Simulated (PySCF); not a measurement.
## Converging SiP⁺ in the basis (MP2)

PySCF, UHF reference; triplet, unpaired electrons π ↑↑; De to Si⁺ + P without counterpoise correction. Frozen cores follow the default of each basis and core potential.

```
      basis     relativity  functions  Re (Å)  ωe (cm⁻¹)  De (eV)  frozen orbitals
 x2c-SVPall  spin-free X2C         36   2.218        527     2.16               10
  def2-SVPD  no relativity         48   2.227        522     2.32               10
def2-TZVPPD  no relativity         96   2.205        531     2.60               10
```

(1) How does each smaller set differ from the one with most functions, def2-TZVPPD?

Correlated steps freeze 10 core orbitals. Correlated levels converge slowly with the basis: in double zeta they bind strong bonds too weakly, by up to about 1 eV, and carry superposition errors of some tenths. For an ion De counts to the pair picked by the measured ionisation energies or electron affinities, which need not be the lowest pair at this level. The state is the lowest determinant that a PBE0 search found; another state may lie lower at other levels.

Results:

(1) x2c-SVPall: +1.3 pm, -0.8 % in ωe, -0.44 eV in De; def2-SVPD: +2.2 pm, -1.7 % in ωe, -0.28 eV in De. All at MP2; the set with most functions is neither the basis-set limit nor always the best. The rows treat relativity differently, so the differences are not basis effects alone.
